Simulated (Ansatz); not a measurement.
dimethyl sulfide (SMILES CSC), charge 0, multiplicity 1, relaxed at each level with Ansatz (a quantum-chemistry and plane-wave program); harmonic frequencies from differences of analytic forces, average atomic masses, frozen cores.

```json
[
 {"level": "HF/def2-TZVPP", "harmonic frequencies (cm⁻¹)": "191 200 284 743 807 989 1034 1070 1144 1469 1494 1583 1592 1599 1607 3172 3173 3243 3247 3261 3261", "ZPE (eV)": "2.180", "cost over HF/def2-TZVPP (rough)": "×1"},
 {"level": "r2SCAN/def2-TZVPP", "harmonic frequencies (cm⁻¹)": "188 192 265 699 749 909 951 990 1051 1329 1355 1456 1465 1472 1481 3019 3023 3096 3104 3132 3133", "ZPE (eV)": "2.049", "cost over HF/def2-TZVPP (rough)": "×1"},
 {"level": "wB97X-V/def2-TZVPP", "harmonic frequencies (cm⁻¹)": "183 188 270 733 788 920 963 999 1062 1359 1382 1469 1478 1485 1493 3054 3058 3131 3138 3157 3157", "ZPE (eV)": "2.075", "cost over HF/def2-TZVPP (rough)": "×2"},
 {"level": "MP2/cc-pV(T+d)Z", "harmonic frequencies (cm⁻¹)": "184 195 265 728 781 921 963 999 1057 1348 1373 1478 1487 1494 1503 3069 3074 3159 3168 3184 3185", "ZPE (eV)": "2.084", "cost over HF/def2-TZVPP (rough)": "×2"},
 {"level": "CCSD(T)/cc-pV(D+d)Z", "harmonic frequencies (cm⁻¹)": "179 189 267 707 761 908 951 989 1045 1337 1364 1453 1463 1472 1479 3036 3039 3122 3129 3149 3150", "ZPE (eV)": "2.057", "cost over HF/def2-TZVPP (rough)": "×2"},
 {"level": "CCSD(T)/cc-pV(T+d)Z", "harmonic frequencies (cm⁻¹)": "175 186 262 708 762 911 954 990 1050 1344 1368 1469 1478 1486 1494 3035 3038 3113 3121 3138 3139", "ZPE (eV)": "2.059", "cost over HF/def2-TZVPP (rough)": "×50"}
]
```

Measured: fundamentals as far as tabulated 2997, 2925, 1447, 1337, 1030, 695, 280, 2970, 1427, 946, 175, 2970, 1439, 973, 183, 2999, 2919, 1442, 1315, 903, 742 cm⁻¹ [NIST CCCBDB]. Measured modes stand in the spectroscopists' order.
